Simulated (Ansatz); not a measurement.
# CH₄ (triplet): from Hartree-Fock to the top rungs at distance H1–H2 along a hydrogen transfer = 0.787 Å, 6-31G

Aim: climb from Hartree-Fock through coupled cluster and multireference methods for CH₄ (triplet) at one geometry and basis, and see what each rung misses.

The runs use Ansatz 0.2.0, Gaussian basis; 6-31G, core rule «outside noble gas», up to 1 orbitals frozen.

The runs, in order: UHF; CCSD(T) on ROHF; CCSD(T) on UHF; BCCD(T) on ROHF; CISD; CCSDT(Q) on ROHF; CCSDT(Q) on UHF; CISDTQ; CCSDTQ on ROHF; CCSDTQ on UHF; CASSCF and MRCISD+Q, 4 electrons in 4 orbitals; CASSCF and NEVPT2, 4 electrons in 4 orbitals; CASSCF and MRCISD+Q, 8 electrons in 8 orbitals; CASSCF and NEVPT2, 8 electrons in 8 orbitals; Full CI.

5 further runs of the same task are left out: 5 that didn't finish.

## (1) What is computed

The geometry derives from fragments relaxed apart (PBE0/def2-TZVP) and kept rigid, so it is no stationary point. A hydrogen atom is moved between rigid fragments.

5 atoms, charge 0, spin multiplicity 3.

Atoms are counted from 1 here; the program's logs count them from 0.

Bond lengths: H1–H2 0.787 Å, H2–C3 1.341 Å, C3–H4 1.079 Å, C3–H5 1.079 Å. Angles: H1–H2–C3 180.0°, H2–C3–H4 112.6°, H2–C3–H5 112.6°, H4–C3–H5 134.8°.

As a file:

```xyz
5

H    -1.9621    0.0000    0.0000
H    -1.1751    0.0000    0.0000
C     0.1659    0.0000    0.0000
H     0.5803    0.0000    0.9962
H     0.5803    0.0000   -0.9962
```

## (2) UHF

Input file in.yaml:

```yaml
crystal:
  periodic: [false, false, false]
  atoms:
    - {symbol: H, position_ang: [-1.962126, 0.000000, 0.000000]}
    - {symbol: H, position_ang: [-1.175126, 0.000000, 0.000000]}
    - {symbol: C, position_ang: [0.165874, 0.000000, 0.000000]}
    - {symbol: H, position_ang: [0.580342, 0.000000, 0.996161]}
    - {symbol: H, position_ang: [0.580342, 0.000000, -0.996161]}
basis:
  gaussian: {orbitals: 6-31G}
magnetization: {spin_polarized: true, initial_magnetization: 2}
hamiltonian: {xc: hf}
output: {orbitals: {seedname: orbitals}}
```

On the command line:

```
ansatz run in.yaml --threads 1 --pin off --events-out ev --progress --plain --max-ram 2393MiB
```

The runs that follow: CCSD(T) on ROHF; CCSD(T) on UHF; BCCD(T) on ROHF; CISD; CCSDT(Q) on ROHF; CCSDT(Q) on UHF; CISDTQ; CCSDTQ on ROHF; CCSDTQ on UHF; CASSCF and MRCISD+Q, 4 electrons in 4 orbitals; CASSCF and NEVPT2, 4 electrons in 4 orbitals; CASSCF and MRCISD+Q, 8 electrons in 8 orbitals; CASSCF and NEVPT2, 8 electrons in 8 orbitals; Full CI.

**Question.** What will the summary of the whole plan be? Wanted: FCI below the RHF energy; RMP2 from FCI; UMP2 from FCI; RCCSD from FCI; RCCSD(T) from FCI; UCCSD(T) from FCI; RCCSDT(Q) from FCI; UCCSDT(Q) from FCI; NEVPT2 pair from FCI.

As calculated:

```
                         quantity                                                                                                                                                value
         FCI below the RHF energy                                                                                                                                           -3.0441 eV
                    RMP2 from FCI                                                                                                                                      +15.79 kcal/mol
                    UMP2 from FCI                                                                                                                                      +14.83 kcal/mol
                   RCCSD from FCI                                                                                                                                       +1.01 kcal/mol
                RCCSD(T) from FCI                                                                                                                                       +0.23 kcal/mol
                UCCSD(T) from FCI                                                                                                                                       +0.23 kcal/mol
               RCCSDT(Q) from FCI                                                                                                                                       +0.01 kcal/mol
               UCCSDT(Q) from FCI                                                                                                                                       -0.01 kcal/mol
             NEVPT2 pair from FCI                                                                                                                                      +12.23 kcal/mol
           MRCISD+Q pair from FCI                                                                                                                                       +0.16 kcal/mol
          NEVPT2 valence from FCI                                                                                                                                       +6.21 kcal/mol
levels within 1 kcal/mol (43 meV)  UCCSD, RCCSD(T), UCCSD(T), BCCD(T), RCCSDT, UCCSDT, CISDTQ, RCCSDT(Q), UCCSDT(Q), RCCSDTQ, UCCSDTQ, MRCISD+Q pair, MRCISD valence, MRCISD+Q valence
                    T1 diagnostic                                                                                                                                                0.028
   effectively unpaired electrons                                                                                                                                                 2.02
```

What this shows: RCCSD(T) lands +0.23 kcal/mol from the yardstick (0.3 % of the correlation energy). One determinant dominates. Of the multireference levels listed MRCISD+Q pair comes nearest in total energy (+0.16 kcal/mol), which doesn't show that its space is the better one. These misses are within one basis, not against nature; the frozen cores of restricted and unrestricted runs differ, which can shift their rows.
